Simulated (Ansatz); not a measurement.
Reaction (SMILES): O=CO + 3 [H][H] (H2) → C (CH4) + 2 O (H2O)
B3LYP-D3(BJ)/def2-TZVP geometries, fixed; electronic energies without zero-point terms.
Largest species:
```xyz
5

O     -1.0316    -0.4355    -0.0191
C      0.0042     0.4206     0.0039
O      1.1586     0.1057     0.0179
H     -0.6697    -1.3375    -0.0221
H     -0.3712     1.4518     0.0079
```
Charge 0, spin multiplicity 1.

Energies in hartree at B3LYP with Ansatz (a quantum-chemistry and plane-wave program); the energy of full hydrogenation is their sum with the coefficients shown, times 627.509 kcal/mol a hartree. All functions are spherical. The program fits the integrals of some runs and decomposes those of others, by size. Species with rotatable bonds are taken in one conformer. No added dispersion term, no relativity.

| species | coefficient | part | cc-pVDZ | cc-pVTZ | cc-pVQZ |
|---|---|---|---|---|---|
| O=CO | -1 | B3LYP | -189.77303 | -189.84065 | -189.85773 |
| [H][H] (H2) | -3 | B3LYP | -1.17339 | -1.18000 | -1.18053 |
| C (CH4) | +1 | B3LYP | -40.51605 | -40.53824 | -40.54150 |
| O (H2O) | +2 | B3LYP | -76.42043 | -76.45982 | -76.46963 |

Problem. Predict the energy of full hydrogenation in cc-pV5Z (X = 5): let each B3LYP step shrink by the ratio of the last two. Compare with the run.

Solution. 
- O=CO: steps -0.06762 and -0.01708, ratio 0.253, so B3LYP -189.86205 (run: -189.86299).
- [H][H] (H2): steps -0.00661 and -0.00053, ratio 0.080, so B3LYP -1.18057 (run: -1.18069).
- C (CH4): steps -0.02219 and -0.00326, ratio 0.147, so B3LYP -40.54198 (run: -40.54262).
- O (H2O): steps -0.03939 and -0.00981, ratio 0.249, so B3LYP -76.47207 (run: -76.47334).
Predicted -51.68 kcal/mol; the run in cc-pV5Z gives -52.86, a miss of 1.18. Keeping the value in cc-pVQZ, -51.10, would miss by 1.76. All sums are of the energies as printed.
